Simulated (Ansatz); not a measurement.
Abridged output of a molecular run in Ansatz:

```
Functional definition: HF
1554 factors; integrals over basis functions are off by at most 1.0e-3 eV
mean field evaluation 1: about -19175.0367 eV, gradient 4.0e1 eV
mean field evaluation 2: about -19175.4273 eV, gradient 4.0e1 eV
mean field evaluation 4: about -19179.2584 eV, gradient 4.9e0 eV
mean field evaluation 8: about -19179.3571 eV, gradient 5.6e-1 eV
mean field evaluation 16: about -19179.3594 eV, gradient 2.1e-6 eV
mean field -19179.35943560 eV, -704.8284590214 hartree, gradient 2.1e-6 eV, S^2 0.000000; 0 other end points of the search recorded, 0 dependent functions left out
10 core orbitals not correlated: weight in the atoms' cores, before any rotation towards them, 1.000 or more for the frozen orbitals, at most 0.000 for the correlated occupied ones
reference -19179.35943560 eV, -704.8284590214 hartree; 17, 17 occupied and 226, 226 virtual orbitals, 1554 factors
second order -29.97440800 eV of doubles, -0.00000000 eV of singles
cycle   1  -29.92346330 eV  change    5.1e-2 eV  update   1.2e-1
cycle   2  -30.68212599 eV  change   -7.6e-1 eV  update   3.7e-2
cycle   3  -30.85613598 eV  change   -1.7e-1 eV  update   1.8e-2
cycle   4  -30.84033557 eV  change    1.6e-2 eV  update   4.4e-3
cycle   5  -30.83934484 eV  change    9.9e-4 eV  update   2.1e-3
cycle   6  -30.84058973 eV  change   -1.2e-3 eV  update   6.4e-4
cycle   7  -30.84020069 eV  change    3.9e-4 eV  update   2.8e-4
cycle   8  -30.84009773 eV  change    1.0e-4 eV  update   9.5e-5
cycle   9  -30.84013154 eV  change   -3.4e-5 eV  update   4.0e-5
perturbative correction -1.43450259 eV, -0.0527169980 hartree
Total energy: -19211.63406973 eV, -706.0145299493 hartree
```

Its atoms:

```xyz
10

Cl   -2.661   -0.013   -1.529
C    -1.166   -0.095   -0.725
N    -0.331   -1.027   -0.840
C     0.780   -0.662    0.034
C     0.375    0.694    0.646
O    -0.925    0.953    0.080
H     1.702   -0.600   -0.549
H     0.922   -1.438    0.790
H     1.034    1.516    0.363
H     0.270    0.672    1.731
```

Which basis set was used?
A. cc-pV(Q+d)Z
B. def2-SVPD
C. cc-pV(D+d)Z
D. def2-TZVPP

D. It gives 253 functions.

Write the keys of the input that set method, charge and spin (a neutral closed shell needs none for the last two).


```yaml
correlation: {method: ccsd_t}
```
